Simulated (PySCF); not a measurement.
# N₂H₆, a solvent cluster: interaction energy

Programs: PySCF 2.14.0. All values are calculated, for the isolated system unless a continuum is named. Atoms count from 0, parts from 1.

### Step 1. Starting point

8 atoms, charge 0, multiplicity 1; geometry: GFN2-xTB. Parts: 1 = atoms 0–3, `N`, charge 0; 2 = atoms 4–7, `N`, charge 0.

### Step 2. Optimising the geometry at PBE0-D3(BJ)/def2-SVPD

The job: settings as JSON, then the geometry in Å.

```
{"job": {"xc": "PBE0", "basis": "def2-SVPD", "d3": "d3bj", "grid": 2, "kind": "geom", "shake": 0.01}, "charge": 0, "multiplicity": 1, "parts": [{"atoms": "0-3", "charge": 0, "multiplicity": 1}, {"atoms": "4-7", "charge": 0, "multiplicity": 1}]}
N     -0.036471    -0.111647     0.284289
H     -0.422274    -0.760279    -0.391143
H     -0.378840     0.832422    -0.023701
H      0.987555    -0.109738     0.225006
N     -1.643817    -0.810107     2.833167
H     -1.159878    -0.590504     1.970172
H     -1.635290     0.046993     3.392438
H     -1.059043    -1.471407     3.341550
```

Command:

```sh
OMP_NUM_THREADS=1 python cluster_run.py task.json out
```

One launch serves the whole session: the jobs run in the order shown.

**Question.** How long does this first job take on 1 thread of Arm Neoverse V2, shared host, and how much memory does it need?

About 6.3 s, with a peak of 0.41 GiB.
